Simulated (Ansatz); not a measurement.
BGeNH, doublet: the ladder up to UCCSDT(Q)

Geometry: displaced at random from a stationary point.

```xyz
4

Ge   -0.0060    0.0554    0.5150
B    -0.0069    0.4310   -1.6779
N     0.0411   -0.7149   -1.1990
H    -0.0617    1.3208   -2.4600
```

Basis cc-pVDZ; Ansatz 0.2.0. Correlated methods freeze the noble-gas cores and the filled d shells of p-block atoms, which leaves 13 electrons in 44 orbitals. Prefix R: restricted or restricted open-shell reference; prefix U: unrestricted. No spin–orbit coupling is included, and no scalar relativity.

Full CI isn't at hand for all of this; UCCSDT(Q) serves as the reference, and is uncertain by about the last step of the cluster series.

* UHF ⟨S²⟩: 0.771
* T1 diagnostic (RCCSD): 0.0246
* largest doubles amplitude (RCCSD): 0.064
* T1 diagnostic (UCCSD): 0.0216

From what is known of these methods and the diagnostics, rank them by the size of their error in total energy against UCCSDT(Q) in cc-pVDZ, smallest first (an estimate: the text doesn't fix the numbers).
A. UCCSD
B. UCCSDT
C. UCCSD(T)
D. UHF
E. UMP2

B (39 meV), C (59 meV), A (450 meV), E (1036 meV), D (9211 meV).

All errors are against UCCSDT(Q) in cc-pVDZ. Within each family the higher level lies nearer, as is usual though not guaranteed.
